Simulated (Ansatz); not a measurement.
One change: `BBO` becomes `OBCl`.

Ansatz, PBE0-D4/def2-TZVP geometries, multiplicity 1. Each molecule was computed in one conformer, which needn't be the lowest.

```
                                                                                  property  `BBO`
                                                       LUMO energy (B3LYP/def2-TZVPP) / eV  -2.01
                                                     LUMO energy (ωB97M-V/def2-TZVPP) / eV   0.16
                                                         LUMO energy (PBE/def2-TZVPP) / eV  -2.82
ideal-gas entropy at 298 K and 1 bar (rigid rotor, harmonic PBE0-D4/def2-TZVP) / J/(mol·K)    269
                                                       HOMO energy (B3LYP/def2-TZVPP) / eV  -7.77
                                       vertical ionisation energy (CCSD(T)/CBS(def2)) / eV  10.81
```

**Question.** Give the same properties after the change, and the shifts. (An estimate is asked.)

**Answer.** Ansatz gave: 
| property | `OBCl` | shift |
| --- | --- | --- |
| LUMO energy (B3LYP/def2-TZVPP) / eV | -0.63 | 1.38 |
| LUMO energy (ωB97M-V/def2-TZVPP) / eV | 1.63 | 1.47 |
| LUMO energy (PBE/def2-TZVPP) / eV | -1.40 | 1.42 |
| ideal-gas entropy at 298 K and 1 bar (rigid rotor, harmonic PBE0-D4/def2-TZVP) / J/(mol·K) | 265 | -4 |
| HOMO energy (B3LYP/def2-TZVPP) / eV | -8.88 | -1.11 |
| vertical ionisation energy (CCSD(T)/CBS(def2)) / eV | 12.13 | 1.32 |

With PBE0 the HOMO falls by 1.21 eV and the LUMO rises by 1.38 eV, so the gap widens by about 2.59 eV. PBE moves the HOMO by -1.14 eV and ωB97M-V by -1.22 eV. The zero-point energy changes by -47.2 kJ/mol with -6 modes.

B3LYP here is the variant with VWN-RPA as its local correlation; programs differ in this.
